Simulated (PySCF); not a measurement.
C₂H, multiplicity 2. Atoms are numbered in the order given.

```xyz
3

C      0.0000     0.0000     0.7283
C      0.0000     0.0000    -0.4720
H      0.0000     0.0000    -1.5381
```
Charge 0, spin multiplicity 2.

Geometry optimised at PBE0-D3(BJ)/def2-TZVPD. The isomer is the one that the SMILES or the coordinates give; other isomers of the formula were not compared.

Computed with M06-2X/def2-TZVPD run with PySCF.

Mulliken values depend strongly on the basis, most of all with diffuse functions as here. ESP charges are fitted to the potential on shells at 1.4 to 2.0 van der Waals radii. Atomic charges (e):

```tsv
atom	Mulliken	meta-Löwdin	ESP fit	Mulliken spin
C1	-0.24	0.02	…	1.17
C2	-0.10	-0.20	…	-0.21
H3	0.34	0.18	…	0.04
```

Q: Complete the blanks. (An estimate is asked for; the answer gives what the named calculation found.)

A: 
- C1, ESP fit: 0.20
- C2, ESP fit: -0.58
- H3, ESP fit: 0.38
